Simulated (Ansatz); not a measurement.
The same path of BH4NO (7 atoms, charge 0, multiplicity 1) was run 3 times with different band settings. Lost on the way: B1–O2, N3–H4. Made: O2–H4.

Theory: UKS PBE0/def2-SVP in Ansatz 0.2.0.

Relaxed end points:

```xyz
7
Properties=species:S:1:pos:R:3
B 0.081 0.322 0.503
O 0.322 -0.749 1.317
N -0.194 0.219 -0.873
H -0.242 -0.648 -1.393
H 0.112 1.415 1.020
H 0.287 -1.597 0.865
H -0.365 1.038 -1.439
```

```xyz
7
Properties=species:S:1:pos:R:3
B -0.006 1.222 0.199
O -0.154 -1.633 0.793
N -0.113 0.956 -1.011
H -0.416 -1.119 0.018
H 0.093 1.503 1.343
H 0.791 -1.754 0.654
H -0.195 0.824 -1.997
```

Common settings: movable images 9; climbing image yes; spring 5.0 eV/Å²; start path through a guess of the saddle point; force threshold 0.05 eV/Å; end points relaxed.

| run | optimiser | iteration limit |
| --- | --- | --- |
| 1 | quadratic models (default) | 60 |
| 2 | quadratic models (default) | 6 |
| 3 | fire | 60 |

Problem. What does each run give, and how far can it be trusted?

Solution. Run 1: converged after 15 iterations, highest image 2.901 eV above the first end. Neighbouring images differ by up to 1.3 eV, so the band resolves the path poorly. A vibrational analysis at the climbing image gives one clearly imaginary mode, 257i cm⁻¹: a first-order saddle point.
Run 2: not converged after 6 iterations, highest image 2.905 eV above the first end. The band didn't meet its force threshold, so its energies are provisional: the largest band force was still 0.53 eV/Å, and over the last iterations the top moved between 2.90 and 2.94 eV.
Run 3: not converged after 60 iterations, highest image 2.908 eV above the first end. The band didn't meet its force threshold, so its energies are provisional: the largest band force was still 0.39 eV/Å, and over the last iterations the top stayed at 2.91 eV.
The orbitals stay closed-shell, which can raise the energy where a bond breaks towards radicals; this wasn't checked here.
